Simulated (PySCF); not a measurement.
## Na₂O: bend–stretch map

These are results of PBE0 in PySCF with O def2-TZVP, Na def2-TZVP; no relativity; density-fitted integrals, not measurements.

Rigid scan from the singlet minimum (O–Na 1.972 Å (×2); Na–O–Na 180.0°). Coordinate: rows scale both bonds, columns set the Na–O–Na angle. Energies in kJ/mol from the minimum.

(1) Give the energy map for rows 0.94, 0.97, 1.00, 1.03, 1.06, 1.10 and columns 90, 105, 120, 135, 150, 165, 180.

(2) And the size of the dipole moment (D) on the same grid?

Results:

(1) 
| scale \ angle | 90 | 105 | 120 | 135 | 150 | 165 | 180 |
| --- | --- | --- | --- | --- | --- | --- | --- |
| 0.94 | 92.3 | 55.2 | 35.9 | 26.0 | 20.9 | 18.9 | 18.3 |
| 0.97 | 68.1 | 35.2 | 18.5 | 10.2 | 6.2 | 4.6 | 4.2 |
| 1.00 | 54.5 | 25.5 | 11.2 | 4.5 | 1.4 | 0.3 | 0.0 |
| 1.03 | 49.1 | 23.5 | 11.5 | 6.2 | 4.1 | 3.6 | 3.5 |
| 1.06 | 50.1 | 27.7 | 17.7 | 13.8 | 12.6 | 12.6 | 12.7 |
| 1.10 | 58.7 | 40.1 | 32.5 | 30.3 | 30.3 | 31.0 | 31.4 |

(2) 
| scale \ angle | 90 | 105 | 120 | 135 | 150 | 165 | 180 |
| --- | --- | --- | --- | --- | --- | --- | --- |
| 0.94 | 6.95 | 6.12 | 5.14 | 4.00 | 2.74 | 1.39 | 0.00 |
| 0.97 | 7.05 | 6.20 | 5.19 | 4.03 | 2.75 | 1.39 | 0.00 |
| 1.00 | 7.14 | 6.27 | 5.24 | 4.05 | 2.76 | 1.39 | 0.00 |
| 1.03 | 7.23 | 6.34 | 5.28 | 4.07 | 2.76 | 1.39 | 0.00 |
| 1.06 | 7.31 | 6.40 | 5.32 | 4.09 | 2.76 | 1.39 | 0.00 |
| 1.10 | 7.40 | 6.48 | 5.37 | 4.11 | 2.75 | 1.37 | 0.00 |

The bond scale of lowest energy on the grid is 1.03 at 90°, 1.03 at 105°, 1.00 at 120°, 1.00 at 135°, 1.00 at 150°, 1.00 at 165°, 1.00 at 180°.

Other isomers or separated fragments may lie lower.

The scan took 44 s on 2 threads of a shared Arm Neoverse V1 host; the process peaked at 0.82 GiB.
